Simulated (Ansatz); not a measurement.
Input file:

```yaml
crystal:
  periodic: [false, false, false]
  atoms:
    - {symbol: Al, position_ang: [0.000000, 0.000000, 0.110635]}
    - {symbol: N, position_ang: [0.000000, 0.000000, -1.801365]}
    - {symbol: H, position_ang: [0.000000, 0.000000, 1.690730]}
basis:
  gaussian: {orbitals: 6-31G}
magnetization: {spin_polarized: false, initial_magnetization: 1}
correlation: {method: ccsdtq, electrons: outside_noble_gas}
```

```sh
$ ansatz run in.yaml --threads 1 --pin off --events-out ev --progress --plain --max-ram 2393MiB
```

Log:

```
503 factors; integrals over basis functions are off by at most 5.7e-8 eV
mean field evaluation 1: about -8071.5555 eV, gradient 3.0e1 eV
mean field evaluation 2: about -8071.5805 eV, gradient 3.0e1 eV
mean field evaluation 4: about -8074.5183 eV, gradient 3.3e0 eV
mean field evaluation 8: about -8074.8844 eV, gradient 7.2e-1 eV
mean field evaluation 16: about -8074.8924 eV, gradient 5.9e-7 eV
mean field evaluation 32: about -8074.4426 eV, gradient 7.1e0 eV
mean field evaluation 64: about -8073.0642 eV, gradient 1.4e-3 eV
mean field evaluation 96: about -8072.6417 eV, gradient 5.3e0 eV
mean field evaluation 128: about -8071.6599 eV, gradient 4.8e-1 eV
mean field evaluation 160: about -8074.8922 eV, gradient 1.0e-1 eV
...
cycle  24  -4.82127645 eV  change    6.7e-6 eV  update   9.6e-6
cycle  25  -4.82126516 eV  change    1.1e-5 eV  update   8.7e-6
cycle  26  -4.82126281 eV  change    2.4e-6 eV  update   5.7e-6
cycle  27  -4.82126229 eV  change    5.2e-7 eV  update   3.3e-6
cycle  28  -4.82126130 eV  change    9.9e-7 eV  update   2.0e-6
cycle  29  -4.82126110 eV  change    2.0e-7 eV  update   1.1e-6
cycle  30  -4.82126167 eV  change   -5.6e-7 eV  update   8.9e-7
cycle  31  -4.82126121 eV  change    4.6e-7 eV  update   6.5e-7
cycle  32  -4.82126052 eV  change    6.9e-7 eV  update   5.4e-7
cycle  33  -4.82126041 eV  change    1.1e-7 eV  update   3.7e-7
Total energy: -8079.71363935 eV, -296.9239996195 hartree
```

For the same geometry and basis full CI lies 0.9 meV higher.

Ran on 1 thread of Arm Neoverse V1, shared host: 54 s wall, 0.31 GiB peak host memory.
